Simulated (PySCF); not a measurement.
# NMR data sheet: 2-Propanamine

* Formula: C3H9N
* SMILES: CC(C)N
* Point group of the computed structure: Cs
* Degrees of unsaturation: 0
* Carbon signals: 2
* Proton signals: 3

Numbering as in the mapped SMILES `[CH3:1][CH:2]([CH3:3])[NH2:4]`. Each H is labelled by its parent atom.

All values are calculated (PySCF 2.14.0 with density-fitted response routines): σ from GIAO-PBE0/pcSseg-1, coordinates at the GFN2-xTB level. A single conformation, relativity neglected, isolated molecule, rapidly exchanging positions averaged.

References, each an isolated molecule treated in the same way: 1H (31.72 ppm) and 13C (186.93 ppm) against TMS; 15N (267.73 ppm) against NH3.

| carbon | δC, type | δH (multiplicity) | HMBC from (2–3 bonds) | span of the C tensor (ppm) |
| --- | --- | --- | --- | --- |
| C1/C3 | 27.1, CH3 | 1.03 (d) | H(C2), H(C1)/H(C3) | 44 |
| C2 | 47.2, CH | 3.41 (sept) | H(C1)/H(C3) | 27 |

Other nuclei:
| atoms | nucleus | environment | δ (ppm) | σ (ppm) |
| --- | --- | --- | --- | --- |
| H(N4) | 1H | hydrogen on an amine nitrogen | 0.70 | 31.02 |
| N4 | 15N | amine nitrogen | 58.6 | 209.1 |

1. Carbon types of the structure: 1 × CH, 2 × CH3, leaving 2 H on heteroatoms.
2. δC 47.2: sp3 CH bonded to N; the inductive effect lowers its shielding.
3. δC 27.1: methyl carbon; a saturated carbon with 1 carbon neighbour and no heteroatom attached.
4. δH 3.41: hydrogen on an sp3 CH bonded to N; its carbon carries N, an electronegative neighbour.
5. δH 1.03: hydrogen on a methyl carbon.
6. δH 0.70: hydrogen on an amine nitrogen; labile proton, position sensitive to the medium.

Exchangeable OH/NH protons stand at their gas-phase positions; hydrogen bonding in a real sample shifts them, mostly to higher δ. Shifts are as computed. Against solution values, carbons near 30 ppm lie about +3 ppm off and those near 130 ppm about +5 ppm. Of 246 compounds with measured shifts, 49 miss one by over three times the rms of a fit or turn the order of signals round; such compounds aren't used in these exercises. Experimental scales use liquid or dissolved standards, which lie at an offset from isolated NH3 (liquid NH3: subtract about 20 ppm). Multiplicities follow the n + 1 count of equivalent neighbours, as no J values were calculated; m marks all less simple cases, F and P coupling included.
